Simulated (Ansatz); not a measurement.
CHO (SMILES [CH]=O, charge +1) moved off its minimum; all values from Ansatz (a quantum-chemistry and plane-wave program), cores frozen in correlated methods.
(charge 1, multiplicity 1)
```xyz
3

C     -0.0082    -0.0188    -0.5470
O      0.0134     0.0211     0.6224
H     -0.0218     0.0364    -1.6222
```

Forces at wB97M-V/def2-TZVPP (eV/Å):

```csv
atom,Fx,Fy,Fz
C1,0.186,0.585,9.001
O2,-0.164,-0.445,-8.232
H3,-0.022,-0.140,-0.770
```

Q: Give the forces (eV/Å), the total energy and the dipole at CCSD(T)/aug-cc-pVTZ.

A: 
```tsv
atom	Fx	Fy	Fz
C1	0.148	0.497	7.032
O2	-0.128	-0.368	-6.328
H3	-0.020	-0.129	-0.704
```
Energy -113.3897 hartree.
